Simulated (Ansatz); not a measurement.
The same path of Cl + FH3Si (6 atoms, charge 0, multiplicity 2) was run twice with different band settings.

Method: Ansatz, UKS B3LYP/6-31G*.

Relaxed end points:

```xyz
6
Properties=species:S:1:pos:R:3
Si -0.002 0.000 -0.095
F -0.026 0.000 1.525
H 1.409 0.000 -0.554
H -0.699 1.215 -0.582
H -0.699 -1.215 -0.582
Cl 0.019 0.000 4.310
```

```xyz
6
Properties=species:S:1:pos:R:3
Si 0.096 0.000 0.005
F 0.778 0.000 1.481
H 1.188 0.000 -0.998
H -0.735 1.219 -0.142
H -0.735 -1.219 -0.142
Cl -0.591 0.000 3.818
```

Common settings: movable images 5; climbing image yes; spring 5.0 eV/Å²; optimiser quadratic models (default); start path through a guess of the saddle point; force threshold 0.03 eV/Å; end points relaxed.

| run | iteration limit |
| --- | --- |
| 1 | 60 |
| 2 | 10 |

Question: What does each run give, and how far can it be trusted?

Answer: Run 1: converged after 10 iterations, highest image 0.000 eV above the first end. The highest image is an end point: on this band no image between the ends rises above it.
Run 2: converged after 10 iterations, highest image 0.000 eV above the first end. The highest image is an end point: on this band no image between the ends rises above it.
